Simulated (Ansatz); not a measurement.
## CS: state-averaged CASSCF

Calculated in Ansatz's Gaussian-basis code. State-averaged CASSCF with equal weights; occupations are averaged over the states; levels count from the state that is lowest in CASSCF. No symmetry is imposed, so a solution can break that of the shape. The lowest solution met needn't be the lowest there is, nor hold the orbitals that a chemist would pick. The average may hold one member of a degenerate pair alone.

Geometry: bond length 1.5352 Å.

Basis cc-pVDZ, nonrelativistic, 6 orbitals frozen in the corrections; active space CAS(10,8). Averaged: 2 singlets.

Task: Give the levels in order.

Result: 

```csv
state,CASSCF (eV),SC-NEVPT2 (eV)
singlet,0.000,0.000
singlet,5.316,5.204
```

Occupations: 2.00, 1.97, 1.95, 1.93, 1.49, 0.56, 0.08, 0.03.
